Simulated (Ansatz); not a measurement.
## Isomers of C5H8O

3 of its isomers, all singlets with charge 0: A = propargylethyl ether `C#CCOCC`; B = cyclopentanone `O=C1CCCC1`; C = allyl vinyl ether `C=CCOC=C`.

Shapes, held fixed at every level: PBE0-D4/def2-TZVP. Flexible molecules stand in one conformer, not always the lowest. Programs: Ansatz 0.2.0.

Electronic energies in kJ/mol, without zero-point or thermal terms.

Question: Which isomer should be the most stable, and roughly by how much?

Answer: B < C < A in rising energy, over a span of 233 kJ/mol, by CCSD(T)/CBS estimate. All levels agree on that. The B − A difference spans -258.0 to -230.4 kJ/mol over the levels. The CBS estimate extrapolates MP2 from def2-TZVPP and def2-QZVPP and adds CCSD(T) − MP2 in the triple-zeta set, cores frozen.

```csv
level,kind,B − A,C − A
r2SCAN-D4/def2-TZVPP,meta-GGA,-250.5,-73.8
B3LYP-D4/def2-TZVPP,global hybrid,-230.4,-72.6
r2SCAN0-D4/def2-TZVPP,global hybrid,-258.0,-71.5
wB97X-V/def2-TZVPP,range-separated hybrid,-254.7,-65.7
MP2/def2-SVP,perturbation theory,-254.4,-51.8
CCSD/def2-TZVPP,coupled cluster or CI,-234.9,-60.6
CCSD(T)/CBS estimate,coupled cluster or CI,-232.8,-62.8
```
